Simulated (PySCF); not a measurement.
Compound: H2NCO+, CH₂NO (charge +1).
Structure used (PBE0-D3(BJ)/def2-SVP), in Å, numbered top down from 1:
```
atom  x, y, z in Å
N1    -0.505   -0.004   -0.039
C2     0.762   -0.046    0.008
O3     1.888   -0.082    0.049
H4    -0.997    0.899   -0.052
H5    -1.055   -0.872   -0.062
```

Method used: MP2 and CCSD/aug-cc-pVDZ in PySCF, restricted Hartree–Fock reference, 3 core orbitals frozen, non-relativistic, gas phase, PBE0-D3(BJ)/def2-SVP geometry.

E(HF) = -168.08289 Eh.

Task: How large is the problem?

Result: 87 basis functions and 22 electrons; 3 orbitals frozen, which leaves o = 8 correlated occupied and v = 76 virtual orbitals. That is o·v = 608 singles and o·v(o·v + 1)/2 = 185136 distinct closed-shell doubles amplitudes before symmetry; the costliest CCSD step grows as o²v⁴ = 2.1 × 10^9.

Task: What are the MP2 and CCSD correlation energies?

Result: MP2 -0.4799 Eh and CCSD -0.4886 Eh, which gives totals of -168.56276 and -168.57147 Eh. That is 0.831 eV for each correlated electron at CCSD (1283 kJ/mol in all, 0.290 % of the total energy); MP2 gives 98.2 % of the CCSD value.

Task: What is the T1 diagnostic?

Result: 0.0166, below the customary warning level of 0.02. It is the norm of the spatial-orbital singles amplitudes over the root of the number of correlated electrons, so the norm is 0.066.

No triples correction and no basis-set extrapolation were made.
